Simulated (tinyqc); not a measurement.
Inside a calculation (part 2 of 3). Method: UHF in the sto-3g basis, for NH3+, spin multiplicity 2. Computed by tinyqc, a small Python program that keeps every step (integrals from PySCF). Command: `OMP_NUM_THREADS=1 python tinyqc.py 31997 31998 out.jsonl` (the two numbers bound the seeds that draw the settings). One thread of a shared host (Intel(R) Xeon(R) Processor @ 2.60GHz), about 0.1 s of CPU time with the checks.

Geometry (angstrom):
```
atom,x,y,z
N,0.000000,0.000000,0.121000
H,0.966000,0.000000,0.000000
H,-0.483000,0.836000,0.000000
H,-0.483000,-0.836000,0.000000
```

## Iteration 1: diagonalisation and new density

F(alpha) (hartree):
```
,1N 1s,1N 2s,1N 2px,1N 2py,1N 2pz,2H 1s,3H 1s,4H 1s
1N 1s,-14.537428,-3.773342,0.000024,0.000000,-0.002771,-1.043133,-1.044345,-1.044345
1N 2s,-3.773342,-2.016714,0.000259,0.000000,0.030757,-0.913415,-0.914187,-0.914187
1N 2px,0.000024,0.000259,-0.498113,0.000000,-0.000034,-0.420081,0.210349,0.210349
1N 2py,0.000000,0.000000,0.000000,-0.498102,0.000000,0.000000,-0.363929,0.363929
1N 2pz,-0.002771,0.030757,-0.000034,0.000000,-0.374377,0.061464,0.061525,0.061525
2H 1s,-1.043133,-0.913415,-0.420081,0.000000,0.061464,-0.570991,-0.334077,-0.334077
3H 1s,-1.044345,-0.914187,0.210349,-0.363929,0.061525,-0.334077,-0.571627,-0.334508
4H 1s,-1.044345,-0.914187,0.210349,0.363929,0.061525,-0.334077,-0.334508,-0.571627
```

F(beta) (hartree):
```
,1N 1s,1N 2s,1N 2px,1N 2py,1N 2pz,2H 1s,3H 1s,4H 1s
1N 1s,-14.515989,-3.741413,0.000024,0.000000,0.001646,-1.033639,-1.034841,-1.034841
1N 2s,-3.741413,-1.849443,0.000257,0.000000,0.152092,-0.857957,-0.858681,-0.858681
1N 2px,0.000024,0.000257,-0.454577,0.000000,-0.000043,-0.408516,0.204560,0.204560
1N 2py,0.000000,0.000000,0.000000,-0.454566,0.000000,0.000000,-0.353909,0.353909
1N 2pz,0.001646,0.152092,-0.000043,0.000000,0.375001,0.082398,0.082470,0.082470
2H 1s,-1.033639,-0.857957,-0.408516,0.000000,0.082398,-0.546614,-0.316126,-0.316126
3H 1s,-1.034841,-0.858681,0.204560,-0.353909,0.082470,-0.316126,-0.547213,-0.316540
4H 1s,-1.034841,-0.858681,0.204560,0.353909,0.082470,-0.316126,-0.316540,-0.547213
```

X:
```
,1N 1s,1N 2s,1N 2px,1N 2py,1N 2pz,2H 1s,3H 1s,4H 1s
1N 1s,1.025391,-0.158927,0.000015,0.000000,0.003936,0.023511,0.023518,0.023518
1N 2s,-0.158927,1.469297,-0.000285,0.000000,-0.047619,-0.352238,-0.352692,-0.352692
1N 2px,0.000015,-0.000285,1.190921,0.000000,0.000035,-0.354875,0.177655,0.177655
1N 2py,0.000000,0.000000,0.000000,1.190960,0.000000,0.000000,-0.307542,0.307542
1N 2pz,0.003936,-0.047619,0.000035,0.000000,1.005065,0.037569,0.037630,0.037630
2H 1s,0.023511,-0.352238,-0.354875,0.000000,0.037569,1.289906,-0.058321,-0.058321
3H 1s,0.023518,-0.352692,0.177655,-0.307542,0.037630,-0.058321,1.290373,-0.058370
4H 1s,0.023518,-0.352692,0.177655,0.307542,0.037630,-0.058321,-0.058370,1.290373
```

D(alpha) at the start:
```
,1N 1s,1N 2s,1N 2px,1N 2py,1N 2pz,2H 1s,3H 1s,4H 1s
1N 1s,1.072252,-0.347024,0.000053,0.000000,0.011446,0.049731,0.049780,0.049780
1N 2s,-0.347024,1.650071,-0.000431,0.000000,-0.075651,-0.227841,-0.228133,-0.228133
1N 2px,0.000053,-0.000431,1.327733,0.000000,0.000060,-0.306027,0.153227,0.153227
1N 2py,0.000000,0.000000,0.000000,1.327744,0.000000,0.000000,-0.265173,0.265173
1N 2pz,0.011446,-0.075651,0.000060,0.000000,1.009182,0.034363,0.034417,0.034417
2H 1s,0.049731,-0.227841,-0.306027,0.000000,0.034363,0.102596,-0.003236,-0.003236
3H 1s,0.049780,-0.228133,0.153227,-0.265173,0.034417,-0.003236,0.102744,-0.003175
4H 1s,0.049780,-0.228133,0.153227,0.265173,0.034417,-0.003236,-0.003175,0.102744
```

D(beta) at the start:
```
,1N 1s,1N 2s,1N 2px,1N 2py,1N 2pz,2H 1s,3H 1s,4H 1s
1N 1s,1.071093,-0.341998,0.000052,0.000000,0.045135,0.049843,0.049894,0.049894
1N 2s,-0.341998,1.628278,-0.000430,0.000000,-0.221717,-0.228329,-0.228624,-0.228624
1N 2px,0.000052,-0.000430,1.327733,0.000000,0.000068,-0.306027,0.153227,0.153227
1N 2py,0.000000,0.000000,0.000000,1.327744,0.000000,0.000000,-0.265173,0.265173
1N 2pz,0.045135,-0.221717,0.000068,0.000000,0.030193,0.031086,0.031129,0.031129
2H 1s,0.049843,-0.228329,-0.306027,0.000000,0.031086,0.102585,-0.003247,-0.003247
3H 1s,0.049894,-0.228624,0.153227,-0.265173,0.031129,-0.003247,0.102733,-0.003186
4H 1s,0.049894,-0.228624,0.153227,0.265173,0.031129,-0.003247,-0.003186,0.102733
```

overlap S:
```
,1N 1s,1N 2s,1N 2px,1N 2py,1N 2pz,2H 1s,3H 1s,4H 1s
1N 1s,1.000000,0.235038,0.000000,0.000000,0.000000,0.063961,0.064036,0.064036
1N 2s,0.235038,1.000000,0.000000,0.000000,0.000000,0.519094,0.519411,0.519411
1N 2px,0.000000,0.000000,1.000000,0.000000,0.000000,0.449013,-0.224701,-0.224701
1N 2py,0.000000,0.000000,0.000000,1.000000,0.000000,0.000000,0.388924,-0.388924
1N 2pz,0.000000,0.000000,0.000000,0.000000,1.000000,-0.056243,-0.056292,-0.056292
2H 1s,0.063961,0.519094,0.449013,0.000000,-0.056243,1.000000,0.199275,0.199275
3H 1s,0.064036,0.519411,-0.224701,0.388924,-0.056292,0.199275,1.000000,0.199536
4H 1s,0.064036,0.519411,-0.224701,-0.388924,-0.056292,0.199275,0.199536,1.000000
```

A level shift of 0.5 hartree raises the virtual space: F + shift (S - S D(s) S), with D(s) the density of one spin. Diagonalise F' = X^T F X, C = X C', fill 5 alpha and 4 beta electrons from the bottom; D(s) = C_occ C_occ^T. Each column has its largest component positive (the first on a tie).

F' = X^T F X (alpha) (hartree):
```
,1,2,3,4,5,6,7,8
1,-14.238771,-2.013724,-0.000005,0.000000,0.002898,-0.184166,-0.184574,-0.184574
2,-2.013724,-0.900294,-0.000061,0.000000,-0.028635,-0.497211,-0.497783,-0.497783
3,-0.000005,-0.000061,-0.215030,0.000000,0.000012,-0.462581,0.231561,0.231561
4,0.000000,0.000000,0.000000,-0.214960,0.000000,0.000000,-0.400865,0.400865
5,0.002898,-0.028635,0.000012,0.000000,-0.366879,0.050230,0.050306,0.050306
6,-0.184166,-0.497211,-0.462581,0.000000,0.050230,0.477120,-0.097656,-0.097656
7,-0.184574,-0.497783,0.231561,-0.400865,0.050306,-0.097656,0.477306,-0.097739
8,-0.184574,-0.497783,0.231561,0.400865,0.050306,-0.097656,-0.097739,0.477306
```

orbital energies (alpha) (hartree): MO1 -14.549366, MO2 -1.076677, MO3 -0.510908, MO4 -0.510895, MO5 -0.373388, MO6 0.775362, MO7 0.870677, MO8 0.870993

coefficients C (alpha):
```
,MO1,MO2,MO3,MO4,MO5,MO6,MO7,MO8
1N 1s,0.991413,-0.260367,0.000000,-0.000112,-0.016119,-0.165551,-0.000670,0.000000
1N 2s,0.041717,0.962413,0.000000,0.000493,0.078775,1.274754,0.005574,0.000000
1N 2px,-0.000010,-0.000375,0.000000,0.854515,-0.000156,0.003213,-0.936560,0.000000
1N 2py,0.000000,0.000000,0.854483,0.000000,0.000000,0.000000,0.000000,-0.936700
1N 2pz,-0.001285,-0.035493,0.000000,0.000138,0.995093,-0.158778,-0.000707,0.000000
2H 1s,-0.008589,0.039755,0.000000,0.194761,-0.021163,-0.767874,1.137087,0.000000
3H 1s,-0.008598,0.039827,0.168722,-0.097374,-0.021132,-0.761581,-0.573277,0.987759
4H 1s,-0.008598,0.039827,-0.168722,-0.097374,-0.021132,-0.761581,-0.573277,-0.987759
```

F' = X^T F X (beta) (hartree):
```
,1,2,3,4,5,6,7,8
1,-14.222143,-2.004229,-0.000005,0.000000,-0.015630,-0.185125,-0.185533,-0.185533
2,-2.004229,-0.703540,-0.000069,0.000000,0.159568,-0.485319,-0.485874,-0.485874
3,-0.000005,-0.000069,-0.166739,0.000000,0.000002,-0.463308,0.231924,0.231924
4,0.000000,0.000000,0.000000,-0.166670,0.000000,0.000000,-0.401494,0.401494
5,-0.015630,0.159568,0.000002,0.000000,0.873013,0.067158,0.067250,0.067250
6,-0.185125,-0.485319,-0.463308,0.000000,0.067158,0.481702,-0.096406,-0.096406
7,-0.185533,-0.485874,0.231924,-0.401494,0.067250,-0.096406,0.481894,-0.096487
8,-0.185533,-0.485874,0.231924,0.401494,0.067250,-0.096406,-0.096487,0.481894
```

orbital energies (beta) (hartree): MO1 -14.526058, MO2 -0.940290, MO3 -0.473240, MO4 -0.473226, MO5 0.806749, MO6 0.884633, MO7 0.884950, MO8 0.895891

coefficients C (beta):
```
,MO1,MO2,MO3,MO4,MO5,MO6,MO7,MO8
1N 1s,0.992194,-0.250257,0.000000,-0.000127,-0.176863,-0.000870,0.000000,-0.000804
1N 2s,0.038093,0.909281,0.000000,0.000540,1.310951,0.005937,0.000000,-0.111104
1N 2px,-0.000009,-0.000433,0.000000,0.841359,0.004077,-0.948363,0.000000,0.007656
1N 2py,0.000000,0.000000,0.841329,0.000000,0.000000,0.000000,-0.948532,0.000000
1N 2pz,-0.001817,-0.113557,0.000000,-0.000055,0.042911,0.008134,0.000000,1.000938
2H 1s,-0.007844,0.066881,0.000000,0.210682,-0.754553,1.134743,0.000000,0.129305
3H 1s,-0.007853,0.066998,0.182489,-0.105298,-0.746821,-0.571316,0.985309,0.143031
4H 1s,-0.007853,0.066998,-0.182489,-0.105298,-0.746821,-0.571316,-0.985309,0.143031
```

D(alpha) after iteration 1:
```
,1N 1s,1N 2s,1N 2px,1N 2py,1N 2pz,2H 1s,3H 1s,4H 1s
1N 1s,1.050951,-0.210492,-0.000005,0.000000,-0.008072,-0.018547,-0.018542,-0.018542
1N 2s,-0.210492,0.934185,0.000048,0.000000,0.044176,0.036331,0.036258,0.036258
1N 2px,-0.000005,0.000048,0.730196,0.000000,-0.000024,0.166415,-0.083219,-0.083219
1N 2py,0.000000,0.000000,0.000000,0.730141,0.000000,0.000000,0.144170,-0.144170
1N 2pz,-0.008072,0.044176,-0.000024,0.000000,0.991472,-0.022432,-0.022444,-0.022444
2H 1s,-0.018547,0.036331,0.166415,0.000000,-0.022432,0.040034,-0.016860,-0.016860
3H 1s,-0.018542,0.036258,-0.083219,0.144170,-0.022444,-0.016860,0.040056,-0.016879
4H 1s,-0.018542,0.036258,-0.083219,-0.144170,-0.022444,-0.016860,-0.016879,0.040056
```

D(beta) after iteration 1:
```
,1N 1s,1N 2s,1N 2px,1N 2py,1N 2pz,2H 1s,3H 1s,4H 1s
1N 1s,1.047077,-0.189758,-0.000007,0.000000,0.026615,-0.024547,-0.024545,-0.024545
1N 2s,-0.189758,0.828243,0.000060,0.000000,-0.103324,0.060629,0.060564,0.060564
1N 2px,-0.000007,0.000060,0.707884,0.000000,0.000003,0.177230,-0.088622,-0.088622
1N 2py,0.000000,0.000000,0.000000,0.707835,0.000000,0.000000,0.153533,-0.153533
1N 2pz,0.026615,-0.103324,0.000003,0.000000,0.012898,-0.007592,-0.007588,-0.007588
2H 1s,-0.024547,0.060629,0.177230,0.000000,-0.007592,0.048922,-0.017642,-0.017642
3H 1s,-0.024545,0.060564,-0.088622,0.153533,-0.007588,-0.017642,0.048940,-0.017664
4H 1s,-0.024545,0.060564,-0.088622,-0.153533,-0.007588,-0.017642,-0.017664,0.048940
```

Within a degenerate level the vectors are fixed only up to a rotation; this is one choice.

## Iteration 2: building the Fock matrix

core Hamiltonian H = T + V (hartree):
```
,1N 1s,1N 2s,1N 2px,1N 2py,1N 2pz,2H 1s,3H 1s,4H 1s
1N 1s,-25.826433,-5.944762,0.000026,0.000000,0.006389,-1.629339,-1.631252,-1.631252
1N 2s,-5.944762,-7.845393,0.000241,0.000000,0.071874,-3.533978,-3.536658,-3.536658
1N 2px,0.000026,0.000241,-6.564945,0.000000,-0.000035,-2.590245,1.296522,1.296522
1N 2py,0.000000,0.000000,0.000000,-6.564935,0.000000,0.000000,-2.243942,2.243942
1N 2pz,0.006389,0.071874,-0.000035,0.000000,-6.363305,0.344969,0.345315,0.345315
2H 1s,-1.629339,-3.533978,-2.590245,0.000000,0.344969,-4.773202,-1.234908,-1.234908
3H 1s,-1.631252,-3.536658,1.296522,-2.243942,0.345315,-1.234908,-4.774994,-1.236537
4H 1s,-1.631252,-3.536658,1.296522,2.243942,0.345315,-1.234908,-1.236537,-4.774994
```

nuclear repulsion = 12.36770644 hartree

Given earlier and not repeated: Two-electron integrals (ij|kl) in chemists' order.

J_ij = sum D_kl (ij|kl) with D = D(alpha) + D(beta), K_ij = sum D_kl (ik|jl) for each spin; F = H + J - K(s); E = tr D H + tr D J / 2 - 0.5 sum_s tr D(s) K(s) + E_nn.

Coulomb J (hartree):
```
,1N 1s,1N 2s,1N 2px,1N 2py,1N 2pz,2H 1s,3H 1s,4H 1s
1N 1s,14.611145,2.713884,-0.000007,0.000000,-0.006990,0.744196,0.745079,0.745079
1N 2s,2.713884,6.671927,-0.000047,0.000000,-0.045868,2.975720,2.977944,2.977944
1N 2px,-0.000007,-0.000047,6.693928,0.000000,0.000004,2.381117,-1.191812,-1.191812
1N 2py,0.000000,0.000000,0.000000,6.693916,0.000000,0.000000,2.062817,-2.062817
1N 2pz,-0.006990,-0.045868,0.000004,0.000000,6.607643,-0.311915,-0.312234,-0.312234
2H 1s,0.744196,2.975720,2.381117,0.000000,-0.311915,4.455606,1.018636,1.018636
3H 1s,0.745079,2.977944,-1.191812,2.062817,-0.312234,1.018636,4.457145,1.019995
4H 1s,0.745079,2.977944,-1.191812,-2.062817,-0.312234,1.018636,1.019995,4.457145
```

exchange K(alpha) (hartree):
```
,1N 1s,1N 2s,1N 2px,1N 2py,1N 2pz,2H 1s,3H 1s,4H 1s
1N 1s,4.259440,0.729215,-0.000003,0.000000,-0.000788,0.206921,0.207162,0.207162
1N 2s,0.729215,1.199329,-0.000024,0.000000,0.002689,0.554073,0.554463,0.554463
1N 2px,-0.000003,-0.000024,0.957289,0.000000,0.000000,0.403040,-0.201705,-0.201705
1N 2py,0.000000,0.000000,0.000000,0.957284,0.000000,0.000000,0.349143,-0.349143
1N 2pz,-0.000788,0.002689,0.000000,0.000000,0.999354,-0.051730,-0.051776,-0.051776
2H 1s,0.206921,0.554073,0.403040,0.000000,-0.051730,0.514759,0.180553,0.180553
3H 1s,0.207162,0.554463,-0.201705,0.349143,-0.051776,0.180553,0.515236,0.180800
4H 1s,0.207162,0.554463,-0.201705,-0.349143,-0.051776,0.180553,0.180800,0.515236
```

exchange K(beta) (hartree):
```
,1N 1s,1N 2s,1N 2px,1N 2py,1N 2pz,2H 1s,3H 1s,4H 1s
1N 1s,4.234582,0.696846,-0.000003,0.000000,-0.000851,0.197265,0.197497,0.197497
1N 2s,0.696846,1.023521,-0.000025,0.000000,-0.102990,0.502619,0.502957,0.502957
1N 2px,-0.000003,-0.000025,0.906675,0.000000,0.000012,0.395596,-0.197974,-0.197974
1N 2py,0.000000,0.000000,0.000000,0.906672,0.000000,0.000000,0.342687,-0.342687
1N 2pz,-0.000851,-0.102990,0.000012,0.000000,0.241881,-0.061511,-0.061562,-0.061562
2H 1s,0.197265,0.502619,0.395596,0.000000,-0.061511,0.504551,0.166132,0.166132
3H 1s,0.197497,0.502957,-0.197974,0.342687,-0.061562,0.166132,0.504981,0.166362
4H 1s,0.197497,0.502957,-0.197974,-0.342687,-0.061562,0.166132,0.166362,0.504981
```

F(alpha) (hartree):
```
,1N 1s,1N 2s,1N 2px,1N 2py,1N 2pz,2H 1s,3H 1s,4H 1s
1N 1s,-15.474728,-3.960092,0.000023,0.000000,0.000187,-1.092064,-1.093336,-1.093336
1N 2s,-3.960092,-2.372795,0.000219,0.000000,0.023317,-1.112331,-1.113177,-1.113177
1N 2px,0.000023,0.000219,-0.828306,0.000000,-0.000031,-0.612169,0.306415,0.306415
1N 2py,0.000000,0.000000,0.000000,-0.828303,0.000000,0.000000,-0.530268,0.530268
1N 2pz,0.000187,0.023317,-0.000031,0.000000,-0.755016,0.084785,0.084857,0.084857
2H 1s,-1.092064,-1.112331,-0.612169,0.000000,0.084785,-0.832355,-0.396824,-0.396824
3H 1s,-1.093336,-1.113177,0.306415,-0.530268,0.084857,-0.396824,-0.833084,-0.397342
4H 1s,-1.093336,-1.113177,0.306415,0.530268,0.084857,-0.396824,-0.397342,-0.833084
```

F(beta) (hartree):
```
,1N 1s,1N 2s,1N 2px,1N 2py,1N 2pz,2H 1s,3H 1s,4H 1s
1N 1s,-15.449870,-3.927724,0.000023,0.000000,0.000250,-1.082408,-1.083670,-1.083670
1N 2s,-3.927724,-2.196987,0.000220,0.000000,0.128997,-1.060877,-1.061671,-1.061671
1N 2px,0.000023,0.000220,-0.777693,0.000000,-0.000044,-0.604724,0.302684,0.302684
1N 2py,0.000000,0.000000,0.000000,-0.777691,0.000000,0.000000,-0.523813,0.523813
1N 2pz,0.000250,0.128997,-0.000044,0.000000,0.002457,0.094566,0.094643,0.094643
2H 1s,-1.082408,-1.060877,-0.604724,0.000000,0.094566,-0.822148,-0.382404,-0.382404
3H 1s,-1.083670,-1.061671,0.302684,-0.523813,0.094643,-0.382404,-0.822829,-0.382905
4H 1s,-1.083670,-1.061671,0.302684,0.523813,0.094643,-0.382404,-0.382905,-0.822829
```

total energy of this density = -55.00800185 hartree

## Iteration 2: diagonalisation and new density

As before.

F' = X^T F X (alpha) (hartree):
```
,1,2,3,4,5,6,7,8
1,-15.174418,-2.067437,-0.000001,0.000000,0.009507,-0.173537,-0.173962,-0.173962
2,-2.067437,-1.049232,-0.000175,0.000000,-0.068565,-0.631029,-0.631577,-0.631577
3,-0.000001,-0.000175,-0.373369,0.000000,0.000030,-0.707551,0.354048,0.354048
4,0.000000,0.000000,0.000000,-0.373314,0.000000,0.000000,-0.612992,0.612992
5,0.009507,-0.068565,0.000030,0.000000,-0.742663,0.078318,0.078401,0.078401
6,-0.173537,-0.631029,-0.707551,0.000000,0.078318,0.220333,-0.102855,-0.102855
7,-0.173962,-0.631577,0.354048,-0.612992,0.078401,-0.102855,0.220419,-0.102963
8,-0.173962,-0.631577,0.354048,0.612992,0.078401,-0.102855,-0.102963,0.220419
```

orbital energies (alpha) (hartree): MO1 -15.484117, MO2 -1.473282, MO3 -0.959238, MO4 -0.959238, MO5 -0.757227, MO6 0.762921, MO7 0.909050, MO8 0.909306

coefficients C (alpha):
```
,MO1,MO2,MO3,MO4,MO5,MO6,MO7,MO8
1N 1s,0.992599,-0.243718,0.000000,-0.000098,-0.021024,-0.182389,-0.000505,0.000000
1N 2s,0.036299,0.864132,0.000000,0.000473,0.111230,1.341187,0.004147,0.000000
1N 2px,-0.000009,-0.000291,0.000000,0.743192,-0.000110,0.002308,-1.027138,0.000000
1N 2py,0.000000,0.000000,0.743171,0.000000,0.000000,0.000000,0.000000,1.027251
1N 2pz,-0.001286,-0.030319,0.000000,0.000089,0.991530,-0.180638,-0.000563,0.000000
2H 1s,-0.007572,0.096729,0.000000,0.322394,-0.035515,-0.760739,1.108736,0.000000
3H 1s,-0.007581,0.096868,0.279250,-0.161171,-0.035477,-0.756690,-0.557660,-0.962369
4H 1s,-0.007581,0.096868,-0.279250,-0.161171,-0.035477,-0.756690,-0.557660,0.962369
```

F' = X^T F X (beta) (hartree):
```
,1,2,3,4,5,6,7,8
1,-15.153843,-2.062216,-0.000002,0.000000,-0.012672,-0.172989,-0.173414,-0.173414
2,-2.062216,-0.814987,-0.000182,0.000000,0.102845,-0.628871,-0.629394,-0.629394
3,-0.000002,-0.000182,-0.306046,0.000000,0.000009,-0.716768,0.358651,0.358651
4,0.000000,0.000000,0.000000,-0.305996,0.000000,0.000000,-0.620968,0.620968
5,-0.012672,0.102845,0.000009,0.000000,0.505688,0.078062,0.078145,0.078145
6,-0.172989,-0.628871,-0.716768,0.000000,0.078062,0.202007,-0.106645,-0.106645
7,-0.173414,-0.629394,0.358651,-0.620968,0.078145,-0.106645,0.202106,-0.106752
8,-0.173414,-0.629394,0.358651,0.620968,0.078145,-0.106645,-0.106752,0.202106
```

orbital energies (beta) (hartree): MO1 -15.457670, MO2 -1.345576, MO3 -0.929010, MO4 -0.929006, MO5 0.514099, MO6 0.814715, MO7 0.931615, MO8 0.931869

coefficients C (beta):
```
,MO1,MO2,MO3,MO4,MO5,MO6,MO7,MO8
1N 1s,0.993321,-0.230706,-0.000110,0.000000,-0.044274,-0.191014,-0.000669,0.000000
1N 2s,0.032876,0.788760,0.000500,0.000000,0.223154,1.373377,0.005245,0.000000
1N 2px,-0.000008,-0.000335,0.719708,0.000000,-0.000003,0.003133,-1.043725,0.000000
1N 2py,0.000000,0.000000,0.000000,0.719692,0.000000,0.000000,0.000000,1.043835
1N 2pz,-0.001317,-0.086631,-0.000039,0.000000,0.979165,-0.224524,-0.000798,0.000000
2H 1s,-0.006842,0.135549,0.347542,0.000000,-0.059227,-0.754054,1.100600,0.000000
3H 1s,-0.006850,0.135754,-0.173689,0.300996,-0.059176,-0.748824,-0.554398,-0.955791
4H 1s,-0.006850,0.135754,-0.173689,-0.300996,-0.059176,-0.748824,-0.554398,0.955791
```

D(alpha) after iteration 2:
```
,1N 1s,1N 2s,1N 2px,1N 2py,1N 2pz,2H 1s,3H 1s,4H 1s
1N 1s,1.045093,-0.176913,-0.000008,0.000000,-0.014733,-0.030376,-0.030372,-0.030372
1N 2s,-0.176913,0.760414,0.000088,0.000000,0.084042,0.079514,0.079410,0.079410
1N 2px,-0.000008,0.000088,0.552334,0.000000,-0.000034,0.239577,-0.119805,-0.119805
1N 2py,0.000000,0.000000,0.000000,0.552304,0.000000,0.000000,0.207531,-0.207531
1N 2pz,-0.014733,0.084042,-0.000034,0.000000,0.984052,-0.038109,-0.038118,-0.038118
2H 1s,-0.030376,0.079514,0.239577,0.000000,-0.038109,0.114613,-0.041273,-0.041273
3H 1s,-0.030372,0.079410,-0.119805,0.207531,-0.038118,-0.041273,0.114656,-0.041305
4H 1s,-0.030372,0.079410,-0.119805,-0.207531,-0.038118,-0.041273,-0.041305,0.114656
```

D(beta) after iteration 2:
```
,1N 1s,1N 2s,1N 2px,1N 2py,1N 2pz,2H 1s,3H 1s,4H 1s
1N 1s,1.039912,-0.149315,-0.000009,0.000000,0.018678,-0.038107,-0.038104,-0.038104
1N 2s,-0.149315,0.623223,0.000096,0.000000,-0.068374,0.106864,0.106765,0.106765
1N 2px,-0.000009,0.000096,0.517979,0.000000,0.000001,0.250083,-0.125051,-0.125051
1N 2py,0.000000,0.000000,0.000000,0.517957,0.000000,0.000000,0.216624,-0.216624
1N 2pz,0.018678,-0.068374,0.000001,0.000000,0.007507,-0.011747,-0.011745,-0.011745
2H 1s,-0.038107,0.106864,0.250083,0.000000,-0.011747,0.139205,-0.041916,-0.041916
3H 1s,-0.038104,0.106765,-0.125051,0.216624,-0.011745,-0.041916,0.139243,-0.041954
4H 1s,-0.038104,0.106765,-0.125051,-0.216624,-0.011745,-0.041916,-0.041954,0.139243
```

Within a degenerate level the vectors are fixed only up to a rotation; this is one choice.
